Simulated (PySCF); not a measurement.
# Ionising CN

PBE; PySCF, no relativity, basis sets C def2-TZVPPD, N def2-TZVPPD. Neutral (UKS): doublet (σ ↑), Re = 1.174 Å, ωe = 2093 cm⁻¹, De = 8.56 eV, HOMO -9.37 eV, LUMO -7.66 eV.

CN⁺ (UKS): triplet (σ ↑, π ↑), Re = 1.246 Å, ωe = 1732 cm⁻¹, De = 6.07 eV to C⁺ + N. The energies at the minima are -92.64281 hartree for CN and -92.12769 for CN⁺.

(1) Work out the adiabatic ionisation energy, without and with harmonic zero-point energies (1 hartree = 27.2114 eV, 1 eV = 8065.5 cm⁻¹), and the change of the bond length.

CN⁻ (UKS): singlet (closed shell), Re = 1.181 Å, ωe = 2069 cm⁻¹, De = 11.07 eV to C⁻ + N. The energies at the minima are -92.64281 hartree for CN and -92.77934 for CN⁻.

(2) Work out the adiabatic electron affinity, without and with harmonic zero-point energies (1 hartree = 27.2114 eV, 1 eV = 8065.5 cm⁻¹), and the change of the bond length.

For an ion De counts to the pair picked by the measured ionisation energies or electron affinities, which need not be the lowest pair at this level. The highest Kohn–Sham level is positive in this anion. Much of that is self-interaction error, but it also means that the finite basis helps to hold the extra electron. States were picked by a PBE0 search and need not be the measured ground states.

Answers

(1) At PBE: 0.51512 hartree = 14.017 eV between the minima; the zero-point term (1732.0 − 2093.0)/2 cm⁻¹ = -0.022 eV makes it 13.995 eV. Re changes by +7.2 pm against the neutral. The electron leaves a π orbital, and the longer bond of the ion fits a bonding orbital, or a change in how ionic the bond is.

(2) At PBE: 0.13653 hartree = 3.715 eV between the minima; the zero-point term (2093.0 − 2069.0)/2 cm⁻¹ = +0.001 eV makes it 3.717 eV. Re changes by +0.7 pm against the neutral. The electron enters a σ orbital; the charge polarises the partner, so the anion is bound more strongly.
